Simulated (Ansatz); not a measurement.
# SiO+ (sextet): the correlation ladder, def2-TZVPP

An exercise on one series of results from a longer session: the logs are not shown, and one member is left open.

Computed with Ansatz 0.2.0, Gaussian basis. Level: def2-TZVPP, core rule «outside noble gas», up to 6 orbitals frozen.

The runs, in order: UHF; ROHF; CCSD(T) on UHF.

**What is computed**

The geometry is a PBE0/def2-TZVP stationary point (not a proven minimum) of the parent state, kept for this charge and spin.

2 atoms, charge 1, spin multiplicity 6.

Atoms are counted from 1 here; the program's logs count them from 0.

Bond lengths: Si1–O2 1.714 Å.

Geometry (Å):

```
Si    0.0000    0.0000    0.0000
O     0.0000    0.0000    1.7135
```

The first run:

in.yaml

```yaml
crystal:
  periodic: [false, false, false]
  atoms:
    - {symbol: Si, position_ang: [0.000000, 0.000000, 0.000000]}
    - {symbol: O, position_ang: [0.000000, 0.000000, 1.713500]}
basis:
  gaussian: {orbitals: def2-TZVPP}
total_charge: 1
magnetization: {spin_polarized: true, initial_magnetization: 5}
hamiltonian: {xc: hf}
output: {orbitals: {seedname: orbitals}}
```

Run with:

```
> ansatz run in.yaml --threads 1 --pin off --events-out ev --progress --plain --max-ram 4096MiB --backend cpu
```

Steps of the session up to this table: UHF; ROHF; CCSD(T) on UHF.

One table of the session follows, with a row left open; its other results are not shown here.

It belongs to the step «Misses and costs». 

| method | from UCCSD(T) (kcal/mol) |
| --- | --- |
| ROHF | ? |
| UHF | +118.70 |
| UMP2 | +17.90 |
| UCCSD | +2.67 |
| UCCSD(T) | 0 |

Q: Estimate the row for ROHF from the others.

**Answer.** from UCCSD(T) (kcal/mol): +123.71. In the column «from UCCSD(T) (kcal/mol)» it is the highest.
